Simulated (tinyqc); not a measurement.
UHF in the sto-3g basis, for CH2, spin multiplicity 1, step by step (part 1 of 2). Computed by tinyqc, a small Python program that keeps every step (integrals from PySCF). Settings: charge = 0, multiplicity = 1, basis = sto-3g, energy threshold = 1e-08, iteration cap = 82, orthogonalisation = canonical, start = Wolfsberg-Helmholz matrix, DIIS depth = 6, damping = 0.2, method = UHF, break = 0.7. Command: `OMP_NUM_THREADS=1 python tinyqc.py 27781 27782 out.jsonl` (the two numbers bound the seeds that draw the settings). One thread of a shared host (Intel(R) Xeon(R) Processor @ 2.60GHz), about 0.1 s of CPU time with the checks. Later iterations appear only in the table of the cycle.

## One-electron integrals

Geometry (angstrom):

| atom | x | y | z |
|---|---|---|---|
| C | 0.0000 | 0.0000 | 0.0000 |
| H | 0.0000 | 0.9370 | 0.6640 |
| H | 0.0000 | -0.9370 | 0.6640 |

Basis sto-3g: exponents (1/bohr^2) and contraction coefficients of normalised primitives:

| element | l (shell) | exponent | coefficient |
|---|---|---|---|
| C | s (1) | 71.6168 | 0.1543 |
| C | s (1) | 13.0451 | 0.5353 |
| C | s (1) | 3.5305 | 0.4446 |
| C | s (2) | 2.9412 | -0.1000 |
| C | s (2) | 0.6835 | 0.3995 |
| C | s (2) | 0.2223 | 0.7001 |
| C | p (3) | 2.9412 | 0.1559 |
| C | p (3) | 0.6835 | 0.6077 |
| C | p (3) | 0.2223 | 0.3920 |
| H | s (1) | 3.4253 | 0.1543 |
| H | s (1) | 0.6239 | 0.5353 |
| H | s (1) | 0.1689 | 0.4446 |

Overlap, kinetic and nuclear-attraction integrals over the contracted functions; the nuclear repulsion is the sum of Za Zb / Rab.

nuclear repulsion = 5.811832 hartree

overlap S, lower triangle:
```
         1C 1s   1C 2s  1C 2px   1C 2py  1C 2pz   2H 1s   3H 1s
1C 1s   1.0000
1C 2s   0.2484  1.0000
1C 2px  0.0000  0.0000  1.0000
1C 2py  0.0000  0.0000  0.0000   1.0000
1C 2pz  0.0000  0.0000  0.0000   0.0000  1.0000
2H 1s   0.0543  0.4577  0.0000   0.3643  0.2582  1.0000
3H 1s   0.0543  0.4577  0.0000  -0.3643  0.2582  0.1461  1.0000
```

kinetic energy T (hartree), lower triangle:
```
          1C 1s   1C 2s  1C 2px   1C 2py  1C 2pz    2H 1s   3H 1s
1C 1s   15.8911
1C 2s   -0.0859  0.4722
1C 2px   0.0000  0.0000  1.4777
1C 2py   0.0000  0.0000  0.0000   1.4777
1C 2pz   0.0000  0.0000  0.0000   0.0000  1.4777
2H 1s   -0.0119  0.0888  0.0000   0.1848  0.1310   0.7600
3H 1s   -0.0119  0.0888  0.0000  -0.1848  0.1310  -0.0080  0.7600
```

nuclear attraction V (hartree), lower triangle:
```
           1C 1s    1C 2s   1C 2px   1C 2py   1C 2pz    2H 1s    3H 1s
1C 1s   -34.5743
1C 2s    -4.4211  -6.0915
1C 2px    0.0000   0.0000  -5.9730
1C 2py    0.0000   0.0000   0.0000  -6.1259
1C 2pz   -0.0176  -0.1851   0.0000   0.0000  -6.0498
2H 1s    -0.9843  -2.3539   0.0000  -1.7277  -1.2698  -4.2262
3H 1s    -0.9843  -2.3539   0.0000   1.7277  -1.2698  -0.6740  -4.2262
```

core Hamiltonian H = T + V (hartree), lower triangle:
```
           1C 1s    1C 2s   1C 2px   1C 2py   1C 2pz    2H 1s    3H 1s
1C 1s   -18.6832
1C 2s    -4.5070  -5.6192
1C 2px    0.0000   0.0000  -4.4952
1C 2py    0.0000   0.0000   0.0000  -4.6482
1C 2pz   -0.0176  -0.1851   0.0000   0.0000  -4.5721
2H 1s    -0.9962  -2.2651   0.0000  -1.5429  -1.1388  -3.4662
3H 1s    -0.9962  -2.2651   0.0000   1.5429  -1.1388  -0.6821  -3.4662
```

## Two-electron integrals

Functions are numbered as in S; the eight-fold symmetry (ij|kl) = (ji|kl) = (kl|ij) leaves the list below.

Two-electron integrals (ij|kl) in chemists' order, unique and non-zero (hartree):
```
(11|11) 3.5419      (21|11) 0.5769      (21|21) 0.1119      (22|11) 0.8547
(22|21) 0.2053      (22|22) 0.6247      (31|31) 0.0203      (32|31) 0.0309
(32|32) 0.1380      (33|11) 0.8524      (33|21) 0.2053      (33|22) 0.6246
(33|33) 0.6728      (41|41) 0.0203      (42|41) 0.0309      (42|42) 0.1380
(43|43) 0.0363      (44|11) 0.8524      (44|21) 0.2053      (44|22) 0.6246
(44|33) 0.6003      (44|44) 0.6728      (51|51) 0.0203      (52|51) 0.0309
(52|52) 0.1380      (53|53) 0.0363      (54|54) 0.0363      (55|11) 0.8524
(55|21) 0.2053      (55|22) 0.6246      (55|33) 0.6003      (55|44) 0.6003
(55|55) 0.6728      (61|11) 0.1270      (61|21) 0.0245      (61|22) 0.0448
(61|33) 0.0447      (61|41) 0.0012      (61|42) 0.0023      (61|44) 0.0450
(61|51) 0.0009      (61|52) 0.0016      (61|54) 2.26e-04    (61|55) 0.0449
(61|61) 0.0055      (62|11) 0.3034      (62|21) 0.0738      (62|22) 0.2471
(62|33) 0.2412      (62|41) 0.0057      (62|42) 0.0395      (62|44) 0.2528
(62|51) 0.0041      (62|52) 0.0280      (62|54) 0.0083      (62|55) 0.2470
(62|61) 0.0169      (62|62) 0.1279      (63|31) 0.0075      (63|32) 0.0396
(63|43) 0.0077      (63|53) 0.0055      (63|63) 0.0158      (64|11) 0.2105
(64|21) 0.0519      (64|22) 0.1841      (64|33) 0.1748      (64|41) 0.0110
(64|42) 0.0669      (64|44) 0.1984      (64|51) 0.0025      (64|52) 0.0194
(64|54) 0.0112      (64|55) 0.1789      (64|61) 0.0124      (64|62) 0.1132
(64|64) 0.1141      (65|11) 0.1492      (65|21) 0.0368      (65|22) 0.1305
(65|33) 0.1239      (65|41) 0.0025      (65|42) 0.0194      (65|44) 0.1296
(65|51) 0.0093      (65|52) 0.0533      (65|54) 0.0118      (65|55) 0.1377
(65|61) 0.0088      (65|62) 0.0802      (65|64) 0.0697      (65|65) 0.0652
(66|11) 0.4523      (66|21) 0.1120      (66|22) 0.4257      (66|33) 0.4031
(66|41) 0.0110      (66|42) 0.1014      (66|44) 0.4480      (66|51) 0.0078
(66|52) 0.0718      (66|54) 0.0318      (66|55) 0.4256      (66|61) 0.0259
(66|62) 0.2779      (66|64) 0.2717      (66|65) 0.1926      (66|66) 0.7746
(71|11) 0.1270      (71|21) 0.0245      (71|22) 0.0448      (71|33) 0.0447
(71|41) -0.0012     (71|42) -0.0023     (71|44) 0.0450      (71|51) 0.0009
(71|52) 0.0016      (71|54) -2.26e-04   (71|55) 0.0449      (71|61) 0.0053
(71|62) 0.0159      (71|64) 0.0106      (71|65) 0.0083      (71|66) 0.0240
(71|71) 0.0055      (72|11) 0.3034      (72|21) 0.0738      (72|22) 0.2471
(72|33) 0.2412      (72|41) -0.0057     (72|42) -0.0395     (72|44) 0.2528
(72|51) 0.0041      (72|52) 0.0280      (72|54) -0.0083     (72|55) 0.2470
(72|61) 0.0159      (72|62) 0.0936      (72|64) 0.0592      (72|65) 0.0572
(72|66) 0.1604      (72|71) 0.0169      (72|72) 0.1279      (73|31) 0.0075
(73|32) 0.0396      (73|43) -0.0077     (73|53) 0.0055      (73|63) 0.0109
(73|73) 0.0158      (74|11) -0.2105     (74|21) -0.0519     (74|22) -0.1841
(74|33) -0.1748     (74|41) 0.0110      (74|42) 0.0669      (74|44) -0.1984
(74|51) -0.0025     (74|52) -0.0194     (74|54) 0.0112      (74|55) -0.1789
(74|61) -0.0106     (74|62) -0.0592     (74|64) -0.0276     (74|65) -0.0354
(74|66) -0.0932     (74|71) -0.0124     (74|72) -0.1132     (74|74) 0.1141
(75|11) 0.1492      (75|21) 0.0368      (75|22) 0.1305      (75|33) 0.1239
(75|41) -0.0025     (75|42) -0.0194     (75|44) 0.1296      (75|51) 0.0093
(75|52) 0.0533      (75|54) -0.0118     (75|55) 0.1377      (75|61) 0.0083
(75|62) 0.0572      (75|64) 0.0354      (75|65) 0.0451      (75|66) 0.1042
(75|71) 0.0088      (75|72) 0.0802      (75|74) -0.0697     (75|75) 0.0652
(76|11) 0.0840      (76|21) 0.0206      (76|22) 0.0719      (76|33) 0.0698
(76|44) 0.0718      (76|51) 0.0018      (76|52) 0.0137      (76|55) 0.0741
(76|61) 0.0046      (76|62) 0.0342      (76|64) 0.0262      (76|65) 0.0235
(76|66) 0.0707      (76|71) 0.0046      (76|72) 0.0342      (76|74) -0.0262
(76|75) 0.0235      (76|76) 0.0112      (77|11) 0.4523      (77|21) 0.1120
(77|22) 0.4257      (77|33) 0.4031      (77|41) -0.0110     (77|42) -0.1014
(77|44) 0.4480      (77|51) 0.0078      (77|52) 0.0718      (77|54) -0.0318
(77|55) 0.4256      (77|61) 0.0240      (77|62) 0.1604      (77|64) 0.0932
(77|65) 0.1042      (77|66) 0.2809      (77|71) 0.0259      (77|72) 0.2779
(77|74) -0.2717     (77|75) 0.1926      (77|76) 0.0707      (77|77) 0.7746
```

## Orthogonalisation

S = U s U^T; canonical form X = U s^(-1/2), so that X^T S X = 1. Each column of U has its largest component positive (the first on a tie).

eigenvalues of S: 0.3080  0.4066  0.8670  1.0000  1.1029  1.4474  1.8682

X:
```
              1        2        3       4        5        6       7
1C 1s   -0.2998   0.0000   0.7737  0.0000  -0.6015   0.0000  0.1705
1C 2s    1.1952   0.0000  -0.3444  0.0000  -0.3056   0.0000  0.4354
1C 2px   0.0000   0.0000   0.0000  1.0000   0.0000   0.0000  0.0000
1C 2py   0.0000   1.0282   0.0000  0.0000   0.0000   0.6277  0.0000
1C 2pz   0.6135   0.0000   0.6206  0.0000   0.6467   0.0000  0.2181
2H 1s   -0.8222  -0.8374  -0.1599  0.0000   0.1289   0.3853  0.3668
3H 1s   -0.8222   0.8374  -0.1599  0.0000   0.1289  -0.3853  0.3668
```

## Starting guess

The start is the generalised Wolfsberg-Helmholz matrix (K = 1.75) built on H, with HOMO and LUMO mixed by +/-0.7 rad for the two spins; D(s) = C_occ C_occ^T for each spin.

D(alpha) at the start, lower triangle:
```
          1C 1s    1C 2s   1C 2px   1C 2py  1C 2pz   2H 1s   3H 1s
1C 1s    1.0236
1C 2s   -0.0906   0.4391
1C 2px   0.0670  -0.2237   0.4150
1C 2py   0.0000   0.0000   0.0000   0.5557
1C 2pz   0.0215  -0.0803   0.4428   0.0000  0.5518
2H 1s   -0.0813   0.1806  -0.0117   0.2110  0.0753  0.1782
3H 1s   -0.0813   0.1806  -0.0117  -0.2110  0.0753  0.0180  0.1782
```

D(beta) at the start, lower triangle:
```
          1C 1s    1C 2s   1C 2px   1C 2py  1C 2pz   2H 1s   3H 1s
1C 1s    1.0236
1C 2s   -0.0906   0.4391
1C 2px  -0.0670   0.2237   0.4150
1C 2py   0.0000   0.0000   0.0000   0.5557
1C 2pz   0.0215  -0.0803  -0.4428   0.0000  0.5518
2H 1s   -0.0813   0.1806   0.0117   0.2110  0.0753  0.1782
3H 1s   -0.0813   0.1806   0.0117  -0.2110  0.0753  0.0180  0.1782
```

## Iteration 1: building the Fock matrix

J_ij = sum D_kl (ij|kl) with D = D(alpha) + D(beta), K_ij = sum D_kl (ik|jl) for each spin; F = H + J - K(s); E = tr D H + tr D J / 2 - 0.5 sum_s tr D(s) K(s) + E_nn.

Coulomb J (hartree), lower triangle:
```
          1C 1s   1C 2s  1C 2px   1C 2py  1C 2pz   2H 1s   3H 1s
1C 1s   11.5176
1C 2s    2.2278  5.1515
1C 2px   0.0000  0.0000  5.0887
1C 2py   0.0000  0.0000  0.0000   5.2011
1C 2pz   0.0126  0.1146  0.0000   0.0000  5.1485
2H 1s    0.4897  2.0514  0.0000   1.5311  1.1123  3.6180
3H 1s    0.4897  2.0514  0.0000  -1.5311  1.1123  0.5991  3.6180
```

exchange K(alpha) (hartree), lower triangle:
```
         1C 1s    1C 2s   1C 2px   1C 2py  1C 2pz   2H 1s   3H 1s
1C 1s   3.5809
1C 2s   0.6405   0.8069
1C 2px  0.0044  -0.1614   0.4355
1C 2py  0.0000   0.0000   0.0000   0.7400
1C 2pz  0.0020   0.0819   0.2789   0.0000  0.5940
2H 1s   0.1431   0.4191  -0.0079   0.3195  0.2129  0.5386
3H 1s   0.1431   0.4191  -0.0079  -0.3195  0.2129  0.1359  0.5386
```

exchange K(beta) (hartree), lower triangle:
```
          1C 1s   1C 2s   1C 2px   1C 2py  1C 2pz   2H 1s   3H 1s
1C 1s    3.5809
1C 2s    0.6405  0.8069
1C 2px  -0.0044  0.1614   0.4355
1C 2py   0.0000  0.0000   0.0000   0.7400
1C 2pz   0.0020  0.0819  -0.2789   0.0000  0.5940
2H 1s    0.1431  0.4191   0.0079   0.3195  0.2129  0.5386
3H 1s    0.1431  0.4191   0.0079  -0.3195  0.2129  0.1359  0.5386
```

F(alpha) (hartree), lower triangle:
```
           1C 1s    1C 2s   1C 2px   1C 2py   1C 2pz    2H 1s    3H 1s
1C 1s   -10.7465
1C 2s    -2.9196  -1.2746
1C 2px   -0.0044   0.1614   0.1579
1C 2py    0.0000   0.0000   0.0000  -0.1871
1C 2pz   -0.0070  -0.1524  -0.2789   0.0000  -0.0176
2H 1s    -0.6496  -0.6328   0.0079  -0.3312  -0.2395  -0.3867
3H 1s    -0.6496  -0.6328   0.0079   0.3312  -0.2395  -0.2189  -0.3867
```

F(beta) (hartree), lower triangle:
```
           1C 1s    1C 2s   1C 2px   1C 2py   1C 2pz    2H 1s    3H 1s
1C 1s   -10.7465
1C 2s    -2.9196  -1.2746
1C 2px    0.0044  -0.1614   0.1579
1C 2py    0.0000   0.0000   0.0000  -0.1871
1C 2pz   -0.0070  -0.1524   0.2789   0.0000  -0.0176
2H 1s    -0.6496  -0.6328  -0.0079  -0.3312  -0.2395  -0.3867
3H 1s    -0.6496  -0.6328  -0.0079   0.3312  -0.2395  -0.2189  -0.3867
```

total energy of this density = -38.240721 hartree

This density is the starting one.

## Iteration 1: diagonalisation and new density

Diagonalise F' = X^T F X, C = X C', fill 4 alpha and 4 beta electrons from the bottom; D(s) = C_occ C_occ^T; the new density keeps 0.2 of the old one (damping). Each column has its largest component positive (the first on a tie).

F' = X^T F X (alpha) (hartree), lower triangle:
```
         1       2        3        4        5        6        7
1   0.5892
2   0.0000  0.7076
3   0.7064  0.0000  -4.7301
4   0.0101  0.0000  -0.2346   0.1579
5  -0.4935  0.0000   4.7835  -0.2249  -4.8214
6   0.0000  0.0733   0.0000   0.0000   0.0000  -0.4440
7   0.1559  0.0000  -2.1789   0.0145   2.2978   0.0000  -1.8239
```

orbital energies (alpha) (hartree): MO1 -10.7538, MO2 -0.7203, MO3 -0.4486, MO4 -0.2548, MO5 0.3927, MO6 0.7080, MO7 0.7122

coefficients C (alpha):
```
            MO1      MO2      MO3      MO4      MO5      MO6      MO7
1C 1s    0.9923  -0.2064   0.0000   0.0955  -0.1237  -0.1664   0.0000
1C 2s    0.0330   0.6151   0.0000  -0.4186   0.5618   0.9797   0.0000
1C 2px   0.0000  -0.0719   0.0000   0.6032   0.7810  -0.1450   0.0000
1C 2py   0.0000   0.0000   0.5613   0.0000   0.0000   0.0000   1.0659
1C 2pz   0.0047   0.1507   0.0000   0.6574  -0.3438   0.8089   0.0000
2H 1s   -0.0076   0.3140   0.4375   0.1464  -0.2369  -0.8225  -0.8113
3H 1s   -0.0076   0.3140  -0.4375   0.1464  -0.2369  -0.8225   0.8113
```

F' = X^T F X (beta) (hartree), lower triangle:
```
         1       2        3        4        5        6        7
1   0.5892
2   0.0000  0.7076
3   0.7064  0.0000  -4.7301
4  -0.0101  0.0000   0.2346   0.1579
5  -0.4935  0.0000   4.7835   0.2249  -4.8214
6   0.0000  0.0733   0.0000   0.0000   0.0000  -0.4440
7   0.1559  0.0000  -2.1789  -0.0145   2.2978   0.0000  -1.8239
```

orbital energies (beta) (hartree): MO1 -10.7538, MO2 -0.7203, MO3 -0.4486, MO4 -0.2548, MO5 0.3927, MO6 0.7080, MO7 0.7122

coefficients C (beta):
```
            MO1      MO2      MO3      MO4      MO5      MO6      MO7
1C 1s    0.9923  -0.2064   0.0000   0.0955   0.1237  -0.1664   0.0000
1C 2s    0.0330   0.6151   0.0000  -0.4186  -0.5618   0.9797   0.0000
1C 2px   0.0000   0.0719   0.0000  -0.6032   0.7810   0.1450   0.0000
1C 2py   0.0000   0.0000   0.5613   0.0000   0.0000   0.0000   1.0659
1C 2pz   0.0047   0.1507   0.0000   0.6574   0.3438   0.8089   0.0000
2H 1s   -0.0076   0.3140   0.4375   0.1464   0.2369  -0.8225  -0.8113
3H 1s   -0.0076   0.3140  -0.4375   0.1464   0.2369  -0.8225   0.8113
```

D(alpha) after iteration 1, lower triangle:
```
          1C 1s    1C 2s  1C 2px   1C 2py  1C 2pz    2H 1s   3H 1s
1C 1s    1.0338
1C 2s   -0.1255   0.5316
1C 2px   0.0714  -0.2821  0.3783
1C 2py   0.0000   0.0000  0.0000   0.3632
1C 2pz   0.0334  -0.1620  0.3972   0.0000  0.4743
2H 1s   -0.0629   0.1414  0.0503   0.2387  0.1299   0.2849
3H 1s   -0.0629   0.1414  0.0503  -0.2387  0.1299  -0.0535  0.2849
```

D(beta) after iteration 1, lower triangle:
```
          1C 1s    1C 2s   1C 2px   1C 2py  1C 2pz    2H 1s   3H 1s
1C 1s    1.0338
1C 2s   -0.1255   0.5316
1C 2px  -0.0714   0.2821   0.3783
1C 2py   0.0000   0.0000   0.0000   0.3632
1C 2pz   0.0334  -0.1620  -0.3972   0.0000  0.4743
2H 1s   -0.0629   0.1414  -0.0503   0.2387  0.1299   0.2849
3H 1s   -0.0629   0.1414  -0.0503  -0.2387  0.1299  -0.0535  0.2849
```

## Iteration 2: building the Fock matrix

As before.

Coulomb J (hartree), lower triangle:
```
          1C 1s   1C 2s  1C 2px   1C 2py  1C 2pz   2H 1s   3H 1s
1C 1s   11.3487
1C 2s    2.1859  5.0606
1C 2px   0.0000  0.0000  4.9951
1C 2py   0.0000  0.0000  0.0000   5.1077
1C 2pz   0.0098  0.1168  0.0000   0.0000  5.0625
2H 1s    0.4804  2.0312  0.0000   1.5227  1.1090  3.6443
3H 1s    0.4804  2.0312  0.0000  -1.5227  1.1090  0.5956  3.6443
```

exchange K(alpha) (hartree), lower triangle:
```
         1C 1s    1C 2s  1C 2px   1C 2py  1C 2pz   2H 1s   3H 1s
1C 1s   3.5871
1C 2s   0.6272   0.8002
1C 2px  0.0009  -0.1700  0.4100
1C 2py  0.0000   0.0000  0.0000   0.6602
1C 2pz  0.0023   0.0548  0.2658   0.0000  0.5756
2H 1s   0.1417   0.4178  0.0010   0.3243  0.2192  0.5964
3H 1s   0.1417   0.4178  0.0010  -0.3243  0.2192  0.1261  0.5964
```

exchange K(beta) (hartree), lower triangle:
```
          1C 1s   1C 2s   1C 2px   1C 2py  1C 2pz   2H 1s   3H 1s
1C 1s    3.5871
1C 2s    0.6272  0.8002
1C 2px  -0.0009  0.1700   0.4100
1C 2py   0.0000  0.0000   0.0000   0.6602
1C 2pz   0.0023  0.0548  -0.2658   0.0000  0.5756
2H 1s    0.1417  0.4178  -0.0010   0.3243  0.2192  0.5964
3H 1s    0.1417  0.4178  -0.0010  -0.3243  0.2192  0.1261  0.5964
```

F(alpha) (hartree), lower triangle:
```
           1C 1s    1C 2s   1C 2px   1C 2py   1C 2pz    2H 1s    3H 1s
1C 1s   -10.9216
1C 2s    -2.9484  -1.3588
1C 2px   -0.0009   0.1700   0.0899
1C 2py    0.0000   0.0000   0.0000  -0.2008
1C 2pz   -0.0102  -0.1231  -0.2658   0.0000  -0.0851
2H 1s    -0.6575  -0.6517  -0.0010  -0.3444  -0.2490  -0.4182
3H 1s    -0.6575  -0.6517  -0.0010   0.3444  -0.2490  -0.2125  -0.4182
```

F(beta) (hartree), lower triangle:
```
           1C 1s    1C 2s  1C 2px   1C 2py   1C 2pz    2H 1s    3H 1s
1C 1s   -10.9216
1C 2s    -2.9484  -1.3588
1C 2px    0.0009  -0.1700  0.0899
1C 2py    0.0000   0.0000  0.0000  -0.2008
1C 2pz   -0.0102  -0.1231  0.2658   0.0000  -0.0851
2H 1s    -0.6575  -0.6517  0.0010  -0.3444  -0.2490  -0.4182
3H 1s    -0.6575  -0.6517  0.0010   0.3444  -0.2490  -0.2125  -0.4182
```

total energy of this density = -38.351124 hartree

This density is a damped mixture and is not idempotent.

## Iteration 2: DIIS over 2 matrices

error matrix X^T (FDS - SDF) X (alpha):
```
         1        2        3        4        5       6        7
1   0.0000   0.0000   0.0671   0.0428  -0.0027  0.0000  -0.0016
2   0.0000   0.0000   0.0000   0.0000   0.0000  0.0600   0.0000
3  -0.0671   0.0000   0.0000  -0.0257   0.0206  0.0000   0.0085
4  -0.0428   0.0000   0.0257   0.0000  -0.0003  0.0000  -0.0039
5   0.0027   0.0000  -0.0206   0.0003   0.0000  0.0000   0.0024
6   0.0000  -0.0600   0.0000   0.0000   0.0000  0.0000   0.0000
7   0.0016   0.0000  -0.0085   0.0039  -0.0024  0.0000   0.0000
```

B (overlaps of the stored error matrices):
```
               1              2
1  3.6501659e-01  1.1832123e-01
2  1.1832123e-01  4.4500737e-02
```

Minimise |sum c_i e_i|^2 with sum c_i = 1: solve [B -1; -1 0][c; lambda] = [0; -1] with B_ij = tr e_i^T e_j summed over both spins, and take F = sum c_i F_i.

DIIS coefficients: -0.4270  1.4270

extrapolated F(alpha) (hartree), lower triangle:
```
           1C 1s    1C 2s   1C 2px   1C 2py   1C 2pz    2H 1s    3H 1s
1C 1s   -10.9963
1C 2s    -2.9606  -1.3947
1C 2px    0.0006   0.1738   0.0608
1C 2py    0.0000   0.0000   0.0000  -0.2066
1C 2pz   -0.0116  -0.1106  -0.2603   0.0000  -0.1139
2H 1s    -0.6609  -0.6597  -0.0048  -0.3501  -0.2531  -0.4317
3H 1s    -0.6609  -0.6597  -0.0048   0.3501  -0.2531  -0.2098  -0.4317
```

extrapolated F(beta) (hartree), lower triangle:
```
           1C 1s    1C 2s  1C 2px   1C 2py   1C 2pz    2H 1s    3H 1s
1C 1s   -10.9963
1C 2s    -2.9606  -1.3947
1C 2px   -0.0006  -0.1738  0.0608
1C 2py    0.0000   0.0000  0.0000  -0.2066
1C 2pz   -0.0116  -0.1106  0.2603   0.0000  -0.1139
2H 1s    -0.6609  -0.6597  0.0048  -0.3501  -0.2531  -0.4317
3H 1s    -0.6609  -0.6597  0.0048   0.3501  -0.2531  -0.2098  -0.4317
```
